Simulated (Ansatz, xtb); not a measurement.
## Relative energy of two isomers of C5H9N

We compare X, `[H]/N=C1/CC[C@H]1C`, a singlet, with Y, `CC1=C(N)CC1`, a singlet. Both are isolated molecules in the gas phase, relaxed with r2SCAN-D4/def2-SVP; the shapes shown needn't be the lowest conformers.

X (Å):

| atom | x (Å) | y (Å) | z (Å) |
| --- | --- | --- | --- |
| C | 0.6083 | 1.6151 | -2.9616 |
| C | 0.4321 | 1.6806 | -1.4571 |
| C | 0.5925 | 0.4019 | -0.5814 |
| C | -0.6688 | 0.8098 | 0.2303 |
| C | -0.9878 | 1.7822 | -0.8891 |
| N | -2.0903 | 2.2804 | -1.2623 |
| H | 0.3077 | 2.5625 | -3.4389 |
| H | 1.6587 | 1.4277 | -3.2358 |
| H | -0.0073 | 0.8094 | -3.3940 |
| H | 1.0452 | 2.4977 | -1.0298 |
| H | 0.4163 | -0.5091 | -1.1754 |
| H | 1.5365 | 0.2914 | -0.0278 |
| H | -0.4152 | 1.3360 | 1.1667 |
| H | -1.4313 | 0.0470 | 0.4518 |
| H | -1.9522 | 2.8249 | -2.1251 |

Y (Å):

```xyz
15

C     1.4343    0.1618   -0.6738
C     0.0022    0.5604   -0.6554
C    -1.1205    0.1663   -1.3129
C    -2.0208    1.1700   -0.6387
C    -0.7356    1.6335    0.1232
N    -1.4237   -0.7235   -2.3239
H     1.6079   -0.7025   -1.3356
H     2.0881    0.9805   -1.0278
H     1.7966   -0.1140    0.3334
H    -2.3607   -1.1130   -2.2796
H    -0.7276   -1.4456   -2.4851
H    -2.4673    1.9301   -1.3046
H    -2.8189    0.7508    0.0014
H    -0.4422    2.6794   -0.0878
H    -0.7778    1.5030    1.2212
```

Energies in hartree; the thermal terms are from GFN2-xTB frequencies at re-optimised GFN2-xTB minima (ideal gas, soft modes damped towards free rotors, one conformer each, 298.15 K, 1 atm) and include the zero-point energy:

|  | X | Y |
| --- | --- | --- |
| E, CCSD(T)/def2-SVP | −249.752543 | −249.743646 |
| E, MP2/def2-SVP | −249.659662 | −249.653485 |
| E, MP2/def2-TZVPP | −250.121755 | −250.117070 |
| zero-point energy | 0.129889 | 0.128989 |
| H(298 K) − E | 0.137263 | 0.136835 |
| G(298 K) − E | 0.099842 | 0.098738 |

Question: Correct the CCSD(T) difference for the basis set by the MP2 change, then work out ΔE, ΔE₀, ΔH and ΔG for X → Y in kJ/mol (1 Eh = 2625.50 kJ/mol) and the equilibrium ratio [Y]/[X].

Answer: 1. Differences Y − X: CCSD(T) +0.008897, MP2 in the small set +0.006177, MP2 in the large set +0.004685 Eh.
2. ΔE = +0.008897 + (+0.004685 − (+0.006177)) = +0.007405 Eh = +19.44 kJ/mol.
3. ΔE₀ = ΔE + ΔZPE = +0.007405 + (−0.000900) Eh = +17.08 kJ/mol.
4. ΔH = ΔE + (−0.000428) Eh = +18.32 kJ/mol.
5. ΔG = ΔE + (−0.001104) Eh = +16.54 kJ/mol, so ΔS = (ΔH − ΔG)/T = +6.0 J/(mol K).
6. kT = 0.9442 mEh, so K = [Y]/[X] = exp(−ΔG/kT) = exp(−6.67) ≈ 0.0013.

Structure X is favoured at this temperature. An error of 4 kJ/mol in ΔG would change K by a factor of 5. Mirror images and further conformers aren't counted.

As drawn, Y has 1 C=C, 1 C–N, 1 N–H in place of 1 C=N, 1 C–C, 1 C–H.

Other levels gave ΔE = +29.0 (GFN2-xTB); +52.1 (HF/STO-3G, GFN2-xTB geometries); +8.7 (r2SCAN-D4/def2-SVP//GFN2-xTB); +8.4 (r2SCAN-D4/def2-SVP); +17.2 (HF/def2-SVP); +16.2 (MP2/def2-SVP); +23.4 (CCSD(T)/def2-SVP) kJ/mol. The correlated steps freeze 6 core orbitals. Programs: Ansatz 0.2.0, xtb 6.7.1.
